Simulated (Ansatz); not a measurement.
**PH2+ (triplet): wave-function methods side by side at distance P1–H2 = 3.893 Å, cc-pVDZ**

Aim: climb from Hartree-Fock through coupled cluster and multireference methods for PH2+ (triplet) at one geometry and basis, and see what each rung misses.

Method: cc-pVDZ, core rule «outside noble gas», up to 5 orbitals frozen; program: Ansatz 0.2.0, Gaussian basis.

Plan: UHF; CCSD(T) on ROHF; CCSD(T) on UHF; BCCD(T) on ROHF; CISD; CCSDT(Q) on ROHF; CCSDT(Q) on UHF; CASSCF and MRCISD+Q, 4 electrons in 4 orbitals; CASSCF and NEVPT2, 4 electrons in 4 orbitals; CASSCF and MRCISD+Q, 6 electrons in 6 orbitals; CASSCF and MRCISD+Q(relaxed), 6 electrons in 6 orbitals; CASSCF and NEVPT2, 6 electrons in 6 orbitals; Full CI.

20 further runs of the same task are left out: 16 that didn't finish, 4 set aside as unsound or not needed.

### Step 1. The geometry

The geometry derives from a PBE0/def2-TZVP stationary point (not a proven minimum). One bond is set to the value named and the two fragments are kept rigid.

3 atoms, charge 1, spin multiplicity 3.

Atoms are counted from 1 here; the program's logs count them from 0.

Bond lengths: P1–H3 1.416 Å.

### Step 2. UHF

in.yaml reads:

```yaml
crystal:
  periodic: [false, false, false]
  atoms:
    - {symbol: P, position_ang: [0.000000, -0.078384, 0.066257]}
    - {symbol: H, position_ang: [0.000000, 1.802832, -3.342038]}
    - {symbol: H, position_ang: [0.000000, 0.605881, 1.305975]}
basis:
  gaussian: {orbitals: cc-pVDZ}
total_charge: 1
magnetization: {spin_polarized: true, initial_magnetization: 2}
hamiltonian: {xc: hf}
output: {orbitals: {seedname: orbitals}}
```

The run is started by

```sh
$ ansatz run in.yaml --threads 1 --pin off --events-out ev --progress --plain --max-ram 2393MiB
```

The runs that follow: CCSD(T) on ROHF; CCSD(T) on UHF; BCCD(T) on ROHF; CISD; CCSDT(Q) on ROHF; CCSDT(Q) on UHF; CASSCF and MRCISD+Q, 4 electrons in 4 orbitals; CASSCF and NEVPT2, 4 electrons in 4 orbitals; CASSCF and MRCISD+Q, 6 electrons in 6 orbitals; CASSCF and MRCISD+Q(relaxed), 6 electrons in 6 orbitals; CASSCF and NEVPT2, 6 electrons in 6 orbitals; Full CI.

Before running them: what should the planned runs give, taken together? Wanted: FCI below the RHF energy; RMP2 from FCI; UMP2 from FCI; RCCSD from FCI; RCCSD(T) from FCI; UCCSD(T) from FCI; RCCSDT(Q) from FCI; UCCSDT(Q) from FCI; NEVPT2 pair from FCI.

As calculated:

| quantity | value |
| --- | --- |
| FCI below the RHF energy | -2.8181 eV |
| RMP2 from FCI | +72.6 kJ/mol |
| UMP2 from FCI | +73.7 kJ/mol |
| RCCSD from FCI | +6.2 kJ/mol |
| RCCSD(T) from FCI | +1.5 kJ/mol |
| UCCSD(T) from FCI | +1.5 kJ/mol |
| RCCSDT(Q) from FCI | 0.0 kJ/mol |
| UCCSDT(Q) from FCI | 0.0 kJ/mol |
| NEVPT2 pair from FCI | +58.1 kJ/mol |
| NEVPT2 valence from FCI | +48.8 kJ/mol |
| MRCISD+Q valence from FCI | -0.6 kJ/mol |
| levels within 1 kcal/mol (43 meV) | RCCSD(T), UCCSD(T), BCCD(T), RCCSDT, UCCSDT, RCCSDT(Q), UCCSDT(Q), MRCISD+Q valence, MRCISD+Q(relaxed) valence |
| T1 diagnostic | 0.018 |
| effectively unpaired electrons | 2.05 |

What this shows: RCCSD(T) misses by +1.5 kJ/mol, 0.6 % of the correlation energy. MRCISD+Q valence, MRCISD+Q(relaxed) valence fall below full CI: the +Q correction isn't variational, and the cores differ from full CI's. One determinant dominates. Of the multireference levels listed MRCISD+Q valence comes nearest in total energy (-0.6 kJ/mol), which doesn't show that its space is the better one. These misses are within one basis, not against nature; the frozen cores of restricted and unrestricted runs differ, which can shift their rows.
